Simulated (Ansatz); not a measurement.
`COCC(=N)Cl` → `[CH2]` (triplet) + `N=C(Cl)CO`  (formal loss of a carbene)

Gas-phase electronic energies from Ansatz, PBE0-D4/def2-TZVP geometries. CBS: MP2 limit from def2 TZ/QZ plus the TZ coupled-cluster correction, frozen cores. This one scheme is used for every species. Functionals use def2-TZVPP. B3LYP here is the variant with VWN-RPA as its local correlation; programs differ in this. Triplets are unrestricted, without spin–orbit coupling. Each species was taken in one conformer, which may not be the lowest.

`COCC(=N)Cl`:

```xyz
12

C    -0.004   -1.580   -0.995
O    -0.278   -0.717    0.079
C     0.244    0.560   -0.114
C    -0.097    1.405    1.078
N    -0.734    1.082    2.098
Cl    0.525    3.026    0.911
H    -0.447   -2.546   -0.756
H     1.077   -1.708   -1.140
H    -0.442   -1.207   -1.930
H    -0.169    1.039   -1.015
H     1.338    0.541   -0.231
H    -1.014    0.103    2.016
```

`[CH2]` (triplet):

Cartesian coordinates in Å:
```
C 0.160 -0.201 -0.100
H -0.825 -0.196 -0.541
H 0.665 0.398 0.641
```

`N=C(Cl)CO`:

Cartesian coordinates in Å:
```
N 0.279 1.382 0.453
C 0.578 0.185 0.265
Cl 2.119 -0.539 0.667
C -0.397 -0.775 -0.345
O -1.605 -0.159 -0.647
H 1.013 1.943 0.872
H -0.540 -1.604 0.361
H 0.068 -1.201 -1.245
H -1.515 0.768 -0.381
```

```tsv
level	ΔE (kJ/mol)
B3LYP	369.1
MP2/CBS(def2)	388.9
```

Problem. What does CCSD(T)/CBS give? (Estimate.)

Solution. The calculation gave: +381.1 kJ/mol. The listed levels differ from it by -12.0, 7.8 kJ/mol.

Largest T1 diagnostic among the species: 0.012.

From PBE to PBE0 (25 % exact exchange), in def2-TZVPP and without D4, ΔE moves by −7.2 kJ/mol. At CCSD(T), def2-SVP lies −7.6 kJ/mol from the extrapolated value and def2-TZVPP −8.8 kJ/mol.

CCSD(T)/CBS has its own doubt, a few kJ/mol and more with outer-core shells, so smaller differences from it don't rank the levels.
